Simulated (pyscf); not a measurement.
Thermochemistry of product channels of H₃C–GaH₂ (SMILES [CH3][GaH2]) + CH₃• (SMILES [CH3]) on the doublet surface, in kcal/mol, from CCSD(T)/def2-TZVPP + ΔMP2(QZVPP) energies (ideal gas, 1 atm, RRHO with modes under 100 cm⁻¹ raised to 100, one conformer, R ln 2 for chiral ones without a mode under 150 cm⁻¹). PySCF, gas phase, ωB97X-D3(BJ)/def2-SVP geometries. Correlated levels are frozen-core, on RHF or UHF. ΔMP2 is the change of the MP2 total energy from the triple- to the quadruple-zeta basis.

```json
[
 {"products": "H₃C–CH₃ (SMILES CC) + GaH₂• (SMILES [GaH2])", "ΔE": "-14.8", "ΔH(298 K)": "-11.3", "ΔG(298 K)": "-9.6", "ΔG(1200 K)": "-1.4"},
 {"products": "[H₃C–GaH]• (SMILES [CH3][GaH]) + CH₄ (SMILES C)", "ΔE": "-25.8", "ΔH(298 K)": "-21.7", "ΔG(298 K)": "-21.1", "ΔG(1200 K)": "-17.2"},
 {"products": "H₃C–CH₂–GaH₂ (SMILES C[CH2][GaH2]) + H• (SMILES [H])", "ΔE": "+16.7", "ΔH(298 K)": "+16.1", "ΔG(298 K)": "+19.6", "ΔG(1200 K)": "+28.8"}
]
```

These are energies of the channels, which say nothing of barriers. H₃C–CH₂–GaH₂ lies 10.9 kcal/mol over its isomer H₃C–GaH–CH₃ (electronic energy, ωB97M-D3(BJ)). The CCSD(T) − MP2 part came from Ansatz, without density fitting, on the same reference. The frozen core leaves the outer d or s,p core shells of the metals and heavy elements correlated in the MP2 and CC values, and def2-TZVPP describes them poorly, which can shift differences by a few kcal/mol. Elements up to Kr have no core potential and no relativistic terms here.
